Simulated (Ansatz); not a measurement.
We consider trigonal Se, described by r²SCAN-D4 in Ansatz (plane waves, PAW).

Run with plane-wave cutoff 560 eV, 12×12×8 k mesh (along the axes of the cell as run), Fermi–Dirac smearing 0.01 eV, scalar-relativistic PAW data made under PBE.

Response to compression and expansion:

Shape and atoms are relaxed at each volume.

```tsv
V (Å³/atom)	P (GPa)	direct gap at Γ (eV)	smallest gap on the k mesh (eV)	c (Å)
26.436	0.59	2.458	1.049	5.032
26.986	0.26	2.495	1.116	5.023
27.537	0.00	2.535	1.171	5.013
28.088	-0.24	2.574	1.220	5.006
28.639	-0.44	2.614	1.271	4.999
```

The fundamental gap (1.17 eV at the equilibrium volume, with added k points) lies elsewhere than Γ–Γ.

Note: the bulk modulus comes from volumes at which shape and atoms were relaxed.

Spin–orbit coupling is not included.

Ansatz is an electronic-structure program.
